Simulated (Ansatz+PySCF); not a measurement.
Values are calculated unless marked as measured or tabulated.
## PySCF 2.14.0 run

```python
from pyscf import gto, scf, mp

mol = gto.M(atom="""
B 0.000000 0.000000 -0.669000
N 0.000000 0.000000 0.669000
""", basis='cc-pvtz', charge=0, spin=2)
mf = scf.UHF(mol)
mf.kernel()
pt = mp.MP2(mf, frozen=2).run()
print(mf.e_tot, pt.e_corr, pt.e_tot)
```

The script is written out from the run's settings.

The run gave:

```json
{"Converged": "yes", "Reference energy": "-79.01338 hartree", "Correlation energy": "-0.22075 hartree", "Total energy": "-79.23413 hartree", "Spin squared of the determinant": "2.057"}
```

Caution: another spin multiplicity may lie lower.
